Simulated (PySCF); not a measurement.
**BH + Cl₂ → BCl + HCl**

Level: PBE0 in the def2-TZVPD basis family, all electrons, no relativity, computed in PySCF with density fitting; open shells unrestricted.

```csv
species,state and structure,E (Eh),ZPE (kJ/mol),H(298 K) − H(0) (kJ/mol),S° (J/(mol K))
BH,"singlet, C∞v, B–H 1.241 Å",-25.24761,13.9,8.7,172.0
Cl₂,"singlet, D∞h, Cl–Cl 1.980 Å",-920.09105,3.5,9.1,222.4
BCl,"singlet, C∞v, B–Cl 1.718 Å",-484.81188,5.0,8.9,213.2
HCl,"singlet, C∞v, H–Cl 1.279 Å",-460.66594,17.9,8.7,186.6
```

(1) What is the electronic reaction energy?

(2) Add zero-point, thermal and entropy terms for 298.15 K and 1 bar.

## Answers

(1) At PBE0/def2-TZVPD, ΔE = -365.4 kJ/mol from the differences of the total energies times 2625.5, downhill. 

(2) ΔZPE = 5.5 and Δ[H(298) − H(0)] = -0.2 kJ/mol give ΔH° = -360.1 kJ/mol. ΔS° = 5.4 J/(mol K), so ΔG° = -360.1 − 298.15 × (0.0054) = -362 kJ/mol.

The structures come from searches over a few start shapes, so lower isomers are not excluded.
